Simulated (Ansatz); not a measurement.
Born–Oppenheimer molecular dynamics of BFH5P (8 atoms, charge 0, multiplicity 1). It starts at the highest image of a converged band. Of that band: A vibrational analysis at the climbing image gives 2 clearly imaginary modes (883i, 74i cm⁻¹): a point of higher order, so a lower path passes nearby.

Theory: RKS PBE0-D4/def2-SVP (Ansatz 0.2.0).

| Quantity | Value |
| --- | --- |
| ensemble | NVE (velocity Verlet) |
| time step | 0.5 fs |
| steps asked | 200 |
| starting velocities drawn for | 300 K |
| seed | 4085 |

First frame:

```xyz
8
Properties=species:S:1:pos:R:3
B 0.094 -0.303 0.204
H -0.230 0.380 1.269
H 1.232 0.032 -0.001
F -0.874 -0.241 -0.743
P 0.339 -2.352 0.957
H -0.816 -2.723 0.212
H 1.241 -2.504 -0.130
H -0.202 -0.712 1.409
```

Q: How far do the bonds stretch over the last three quarters of this one trajectory? (Pairs bonded in most of those frames.)

A: 
| bond | mean (Å) | spread (Å) | shortest | longest |
| --- | --- | --- | --- | --- |
| B1–H2 | 1.214 | 0.018 | 1.18 | 1.25 |
| B1–H3 | 1.213 | 0.021 | 1.18 | 1.25 |
| B1–F4 | 1.328 | 0.009 | 1.31 | 1.35 |
| P5–H6 | 1.434 | 0.037 | 1.38 | 1.49 |
| P5–H7 | 1.428 | 0.018 | 1.40 | 1.46 |
| P5–H8 | 1.443 | 0.065 | 1.34 | 1.54 |

Mean temperature of the second half: 1261 K. The conserved energy stayed within 0.17 meV per atom of its start (net change 0.11 meV per atom), so the integration is sound. The kinetic energy rose, since the run started high on the potential surface and went downhill. It ends in pieces (BFH2 + H3P), so much of that is their flight and rotation, not heat. A run of 0.1 ps of so small a system gives no equilibrium averages. The orbitals stay closed-shell, which can raise the energy where a bond breaks towards radicals; this wasn't checked here.

Time of the run: 5.7 min on 1 thread of Arm Neoverse V2 (shared host), peak memory 0.12 GiB.
